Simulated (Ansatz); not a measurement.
# SiNH3: a ladder of functionals and wavefunction methods

An exercise on one series of results from a longer session: the logs are not shown, and one member is left open.

Program: Ansatz 0.2.0, Gaussian basis. Level of theory: functionals in def2-TZVPP, the program's frozen cores in correlated methods. These are calculated values, not measurements.

Levels to be run: LDA (SPW92), PBE-D4, revPBE-D4, BLYP-D4, r2SCAN-D4, B97M-V, PBE0-D4, B3LYP-D4, r2SCANh-D4, r2SCAN0-D4, HSE06-D4, BHLYP-D4, CAM-B3LYP-D4, LC-ωPBE, ωB97X-V, ωB97M-V, B2PLYP, PBE-QIDH; CCSD(T)/def2-SVP; CCSD(T)/def2-TZVPP; CCSD(T)/def2-QZVPP; extrapolation to the limit; RPA on PBE.

### The geometry

An earlier PBE0-D4 in a triple-zeta def2 set relaxation fixed the geometry.

SMILES `N[SiH]`, 5 atoms, charge 0, spin multiplicity 1.

Atoms are counted from 1 here; the program's logs count them from 0.

Bond lengths: N1–Si2 1.707 Å, N1–H3 1.008 Å, N1–H4 1.008 Å, Si2–H5 1.532 Å. Angles: Si2–N1–H3 126.3°, Si2–N1–H4 121.7°, H3–N1–H4 112.1°, N1–Si2–H5 94.1°.

Set-up of the first run:

in.yaml

```yaml
crystal:
  periodic: [false, false, false]
  atoms:
    - {symbol: N, position_ang: [-0.307646, -0.467463, 0.101425]}
    - {symbol: Si, position_ang: [0.074409, 1.158190, 0.455136]}
    - {symbol: H, position_ang: [0.135157, -1.046100, -0.595106]}
    - {symbol: H, position_ang: [-1.034760, -0.960114, 0.596575]}
    - {symbol: H, position_ang: [1.182739, 1.241786, -0.599431]}
basis:
  gaussian: {orbitals: def2-TZVPP}
hamiltonian: {xc: lda}
output: {orbitals: {seedname: orbitals}}
```

Command:

```console
$ ansatz run in.yaml --threads 2 --pin off --events-out ev --progress --plain --max-ram 32768MiB --backend cpu
```

Steps of the session up to this table: LDA; PBE-D4 (GGA); revPBE-D4 (GGA); BLYP-D4 (GGA); r2SCAN-D4 (meta-GGA); B97M-V (meta-GGA); PBE0-D4 (hybrid); B3LYP-D4 (hybrid); r2SCANh-D4 (hybrid); r2SCAN0-D4 (hybrid); HSE06-D4 (hybrid); BHLYP-D4 (hybrid); CAM-B3LYP-D4 (range-separated); LC-ωPBE (range-separated); ωB97X-V (range-separated); ωB97M-V (range-separated); B2PLYP (double hybrid); PBE-QIDH (double hybrid).

One table of the session follows, with a row left open; its other results are not shown here.

It belongs to the step «Frontier levels by functional». 

| functional | HOMO (eV) | LUMO (eV) | gap (eV) |
| --- | --- | --- | --- |
| LDA (SPW92) | -5.31 | -2.50 | 2.81 |
| PBE-D4 | -5.26 | -2.34 | 2.93 |
| revPBE-D4 | -5.24 | -2.28 | 2.96 |
| BLYP-D4 | -5.16 | -2.19 | 2.96 |
| r2SCAN-D4 | -5.47 | -2.21 | 3.26 |
| B97M-V | -5.55 | -2.19 | 3.37 |
| PBE0-D4 | -6.34 | -1.50 | 4.84 |
| B3LYP-D4 | -6.17 | -1.69 | 4.48 |
| r2SCANh-D4 | ? | ? | ? |
| r2SCAN0-D4 | -6.46 | -1.43 | 5.04 |
| HSE06-D4 | -5.94 | -1.88 | 4.06 |
| BHLYP-D4 | -7.32 | -0.58 | 6.74 |
| CAM-B3LYP-D4 | -7.65 | -0.41 | 7.24 |
| LC-ωPBE | -8.95 | 0.67 | 9.62 |
| ωB97X-V | -8.63 | 0.60 | 9.23 |
| ωB97M-V | -8.45 | 0.48 | 8.93 |

**Question.** Estimate the row for r2SCANh-D4.

Worked estimate for «HOMO (eV)». Against the share of exact exchange, r2SCAN-D4 (0, -5.47), r2SCAN0-D4 (0.25, -6.46) give a slope of -3.96 per unit share; at 0.1 the line stands at -5.87.

The run gave: HOMO (eV): -5.86; LUMO (eV): -1.89; gap (eV): 3.97. In «HOMO (eV)» the line misses by -0.01.
